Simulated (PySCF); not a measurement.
## NH₃: from structure and modes to constants

These are results of wB97X/[N def2-TZVP, H def2-TZVP], no relativity, density fitting, PySCF, not measurements.

The singlet minimum has C3v symmetry. Masses (u): N 14.00307, H 1.00782.

```xyz
4
charge 0 multiplicity 1, angstrom
N     0.0000    0.0000   -0.0648
H     0.9422    0.0000    0.3016
H    -0.4711    0.8159    0.3016
H    -0.4711   -0.8159    0.3016
```

Harmonic wavenumbers (cm⁻¹): 1011.1 (a1, ×1), 1672.2 (e, ×2), 3531.3 (a1, ×1), 3660.1 (e, ×2).

(1) Find the principal moments of inertia and the rotational constants. What kind of rotor is it?

(2) What is the harmonic zero-point energy?

Results:

(1) About the centre of mass I = 1.6757, 1.6757, 2.6839 u Å². With B = 16.8576/I this gives 10.06, 10.06, 6.281 cm⁻¹. The molecule is an oblate symmetric top.

(2) Half the sum of all 6 wavenumbers, 15207/2 = 7603 cm⁻¹, which is 91.0 kJ/mol (1 cm⁻¹ = 0.0119627 kJ/mol).
